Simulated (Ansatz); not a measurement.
## HB–C–Si⁺, doublet: the ladder up to UCCSDT(Q)

Geometry: that of the HB–C–Si, singlet, kept fixed.

```xyz
4

B     0.0000    0.0000    0.8065
C     0.0000    0.0000   -0.5561
Si    0.0000    0.0000   -2.2314
H     0.0000    0.0000    1.9810
```

Basis cc-pVTZ; Ansatz 0.2.0. Correlated methods freeze the noble-gas cores, which leaves 11 electrons in 101 orbitals. Prefix R: restricted or restricted open-shell reference; prefix U: unrestricted.

Full CI isn't at hand for all of this; UCCSDT(Q) serves as the reference, and is uncertain by about the last step of the cluster series. The frozen core follows each run's orbitals, which can shift R against U totals by a few meV.

```
UHF ⟨S²⟩                          : 0.757
T1 diagnostic (RCCSD)             : 0.0172
largest doubles amplitude (RCCSD) : 0.068
T1 diagnostic (UCCSD)             : 0.0156
```

| level | E − E(RHF) (eV) |
| --- | --- |
| UHF | -0.0801 |
| RMP2 | -7.3044 |
| UMP2 | -7.2899 |
| RCCSD | -8.2036 |
| UCCSD | -8.2060 |
| RCCSD(T) | -8.5950 |
| UCCSD(T) | -8.5946 |

(1) Estimate how far UCCSDT(Q) in cc-pVTZ lies from RCCSD(T). The table doesn't fix it; the size of (T) and the diagnostics are the guide.

(1) UCCSDT(Q) in cc-pVTZ lies 6.2 kJ/mol below RCCSD(T), which is 16 % of the (T) step (-37.8 kJ/mol). The diagnostics are small and the rest is a small part of (T), but (T) is large here. The miss exceeds 1 kcal/mol.

The other levels:

```json
{"level": "BCCD(T)", "E − E(UCCSDT(Q)) (kJ/mol)": "6.0", "share of correlation (%)": "99.28", "wall time": "11 s (H100)"}
{"level": "RCCSDT", "E − E(UCCSDT(Q)) (kJ/mol)": "2.5", "share of correlation (%)": "99.70", "wall time": "–"}
{"level": "UCCSDT", "E − E(UCCSDT(Q)) (kJ/mol)": "2.5", "share of correlation (%)": "99.71", "wall time": "–"}
{"level": "RCCSDT(Q)", "E − E(UCCSDT(Q)) (kJ/mol)": "0.2", "share of correlation (%)": "99.98", "wall time": "49 s (H100)"}
```

The correlation energy at UCCSDT(Q), counted from RHF, is -8.659 eV. That run took 34 s on 2 threads of AMD EPYC 7R13 with a shared H100 80 GB, shared host.

Times hold each run's SCF and search for its determinant on a shared host, so for small cases they say little of a method's own cost.
